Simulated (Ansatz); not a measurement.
# BH5OSi: basis-set convergence

The task here is to estimate one member of a computed series from the others.

Method: one geometry, several basis sets; program: Ansatz 0.2.0, Gaussian basis.

Plan: PBE0-D4/def2-SVP; ωB97M-V/def2-SVP; PBE0-D4/def2-QZVPP; ωB97M-V/def2-QZVPP; the functionals' def2-TZVPP values are taken from earlier runs.

### The relaxed structure

All runs share one geometry, relaxed beforehand with PBE0-D4 in a triple-zeta def2 set.

SMILES `OB[SiH3]`, 8 atoms, charge 0, spin multiplicity 1.

Atoms are counted from 1 here; the program's logs count them from 0.

Bond lengths: O1–B2 1.350 Å, O1–H4 0.962 Å, B2–Si3 2.027 Å, B2–H5 1.206 Å, Si3–H6 1.492 Å, Si3–H7 1.492 Å, Si3–H8 1.488 Å. Angles: B2–O1–H4 113.7°, O1–B2–Si3 119.4°, O1–B2–H5 119.2°, Si3–B2–H5 121.4°, B2–Si3–H6 109.6°, B2–Si3–H7 109.6°, B2–Si3–H8 113.7°, H6–Si3–H7 106.9°, H6–Si3–H8 108.4°, H7–Si3–H8 108.4°.

Set-up of the first run:

in.yaml reads:

```yaml
crystal:
  periodic: [false, false, false]
  atoms:
    - {symbol: O, position_ang: [-1.370828, 0.201299, -1.193391]}
    - {symbol: B, position_ang: [-0.317214, 0.639015, -0.470807]}
    - {symbol: Si, position_ang: [0.674406, -0.657886, 0.730444]}
    - {symbol: H, position_ang: [-1.778939, 0.884435, -1.733917]}
    - {symbol: H, position_ang: [0.014047, 1.795743, -0.555767]}
    - {symbol: H, position_ang: [0.641925, -0.162223, 2.137042]}
    - {symbol: H, position_ang: [2.108697, -0.718711, 0.324967]}
    - {symbol: H, position_ang: [0.120006, -2.038872, 0.705628]}
basis:
  gaussian: {orbitals: def2-SVP}
hamiltonian: {xc: pbe0, dispersion: d4}
output: {orbitals: {seedname: orbitals}}
```

On the command line:

```sh
> ansatz run in.yaml --threads 2 --pin off --events-out ev --progress --plain --max-ram 4352MiB
```

Among the steps run: PBE0-D4 in def2-SVP; ωB97M-V in def2-SVP; PBE0-D4 in def2-QZVPP; ωB97M-V in def2-QZVPP.

One table of the session follows, with a row left open; its other results are not shown here.

It belongs to the step «Functionals by basis». 

| functional | basis | HOMO (eV) |
| --- | --- | --- |
| PBE0-D4 | def2-SVP | -7.82 |
| PBE0-D4 | def2-TZVPP | -7.89 |
| PBE0-D4 | def2-QZVPP | -7.90 |
| ωB97M-V | def2-SVP | ? |
| ωB97M-V | def2-TZVPP | -10.07 |
| ωB97M-V | def2-QZVPP | -10.08 |

**Question.** Estimate the row for ωB97M-V, def2-SVP.

The run gave: HOMO (eV): -9.95. In the column «HOMO (eV)» it lies between ωB97M-V, def2-TZVPP (-10.07) and PBE0-D4, def2-QZVPP (-7.90).
